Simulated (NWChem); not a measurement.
All runs are NWChem calculations. System: Cl2, charge 0, spin multiplicity 1, displaced from the optimised geometry.

Input file:

```
start mol
memory heap 100 mb stack 700 mb global 1900 mb
geometry units angstroms nocenter noautoz noautosym
  Cl     0.000000     0.000000     4.051072
  Cl     0.000000     0.000000    -1.012768
end
basis spherical
  * library cc-pvdz
end
scf
  rhf
  nopen 0
  maxiter 100
  thresh 1e-7
  semidirect memsize 60000000 filesize 0
end
tce
  freeze core 10
  ccsdt
  2eorb
  2emet 13
  thresh 1e-6
  maxiter 100
  tilesize 24
end
task tce energy
```

The output up to the point where the run's verdict is printed (cleaned and shortened):

```
             Northwest Computational Chemistry Package (NWChem) 7.3.0
             --------------------------------------------------------

                                NWChem Input Module
                                -------------------

 Scaling coordinates for geometry "geometry" by  1.889725989
 (inverse scale =  0.529177249)

                             Geometry "geometry" -> ""
                             -------------------------

 Output coordinates in angstroms (scale by  1.889725989 to convert to a.u.)

  No.       Tag          Charge          X              Y              Z
 ---- ---------------- ---------- -------------- -------------- --------------
    1 Cl                  17.0000     0.00000000     0.00000000     4.05107200
    2 Cl                  17.0000     0.00000000     0.00000000    -1.01276800

 Effective nuclear repulsion energy (a.u.)      30.2008406587

            Nuclear Dipole moment (a.u.)
            ----------------------------
        X                 Y               Z
 ---------------- ---------------- ----------------
     0.0000000000     0.0000000000    97.6065545101


 Summary of "ao basis" -> "" (spherical)
 ------------------------------------------------------------------------------
       Tag                 Description            Shells   Functions and Types
 ---------------- ------------------------------  ------  ---------------------
 *                          cc-pvdz                   on all atoms

 Summary of "ao basis" -> "ao basis" (spherical)
 ------------------------------------------------------------------------------
       Tag                 Description            Shells   Functions and Types
 ---------------- ------------------------------  ------  ---------------------
 Cl                         cc-pvdz                  8       18   4s3p1d

                                 NWChem SCF Module
                                 -----------------

  ao basis        = "ao basis"
  functions       =    36
  atoms           =     2
  closed shells   =    17
  open shells     =     0
  charge          =   0.00
[...]
   46   0.0001544758928  -0.4685427005214     2.6     2.6
   47   0.0001501499324  -0.4685358376282     2.6     2.6
   48   0.0001590260953  -0.4685436791693     2.4     2.4
   49   0.0002997661063  -0.4685274584463     2.5     2.5
   50   0.0009441628263  -0.4685541917143     2.6     2.6
   51   0.0001055381984  -0.4685210717831     2.4     2.4
   52   0.0001311336309  -0.4685473812897     2.4     2.4
   53   0.0001426967951  -0.4685106257353     2.6     2.6
   54   0.0002397037358  -0.4685786247772     2.5     2.5
   55   0.0004108454395  -0.4684632417149     2.5     2.5
   56   0.0000696326595  -0.4685403813442     2.5     2.5
   57   0.0000644903632  -0.4685354829299     2.6     2.6
   58   0.0000682406729  -0.4685408606880     2.5     2.5
   59   0.0001207806023  -0.4685311913547     2.5     2.5
   60   0.0003672898346  -0.4685474888436     2.6     2.6
   61   0.0000462396638  -0.4685322458870     2.6     2.6
   62   0.0000484062501  -0.4685407862077     2.5     2.5
   63   0.0000543991180  -0.4685285865944     2.6     2.6
   64   0.0000904606996  -0.4685507745861     2.6     2.6
   65   0.0001944566596  -0.4685129710336     2.6     2.6
   66   0.0000329213604  -0.4685389378466     2.4     2.4
   67   0.0000324130614  -0.4685361910636     2.6     2.6
   68   0.0000332423476  -0.4685397627393     2.6     2.6
   69   0.0000530965429  -0.4685330872120     2.6     2.6
   70   0.0001465829014  -0.4685443390300     2.6     2.6
   71   0.0000242713175  -0.4685348884818     2.7     2.7
   72   0.0000252632990  -0.4685385829301     2.5     2.5
   73   0.0000267131542  -0.4685334324541     2.5     2.5
   74   0.0000425110278  -0.4685429700916     2.5     2.5
   75   0.0000940153296  -0.4685267845426     2.5     2.5
   76   0.0000179708967  -0.4685383080998     2.5     2.5
   77   0.0000180038726  -0.4685365006029     2.5     2.5
   78   0.0000186315296  -0.4685389000589     2.6     2.6
   79   0.0000304781199  -0.4685344460607     2.4     2.4
   80   0.0000829426540  -0.4685419692681     2.5     2.5
   81   0.0000135444048  -0.4685359755437     2.5     2.5
   82   0.0000140283754  -0.4685379004812     2.4     2.4
   83   0.0000147440938  -0.4685352401551     2.4     2.4
   84   0.0000232948201  -0.4685401702599     2.4     2.4
   85   0.0000534141996  -0.4685318079960     2.4     2.4
   86   0.0000099872212  -0.4685378833069     2.2     2.2
   87   0.0000101060646  -0.4685367543346     2.3     2.3
   88   0.0000104284805  -0.4685382586158     2.4     2.4
   89   0.0000170471191  -0.4685354711460     2.4     2.4
   90   0.0000450220194  -0.4685401807556     2.3     2.3
   91   0.0000075765875  -0.4685365622724     2.2     2.2
   92   0.0000077841165  -0.4685375504866     2.4     2.4
   93   0.0000081745951  -0.4685361864173     2.2     2.2
   94   0.0000129651692  -0.4685387120202     2.2     2.2
   95   0.0000313224208  -0.4685344286509     2.3     2.3
   96   0.0000053900790  -0.4685376062180     2.3     2.3
   97   0.0000055029122  -0.4685369303314     2.2     2.2
   98   0.0000055818114  -0.4685378265588     2.2     2.2
   99   0.0000090289101  -0.4685361645860     2.2     2.2
  100   0.0000226784331  -0.4685389705711     2.4     2.4
 ------------------------------------------------------------------------
 ------------------------------------------------------------------------
 ------------------------------------------------------------------------
  current input line :
    26: task tce energy
 ------------------------------------------------------------------------
 ------------------------------------------------------------------------
 This type of error is most commonly associated with calculations not reaching convergence criteria
 ------------------------------------------------------------------------
 For more information see the NWChem manual at https://nwchemgit.github.io

 For further details see manual section:
```

Convergence was not reached. The next line reads: 0:tce_energy: maxiter exceeded:Received an Error in Communication. NWChem stopped with the message: tce_energy: maxiter exceeded 101.
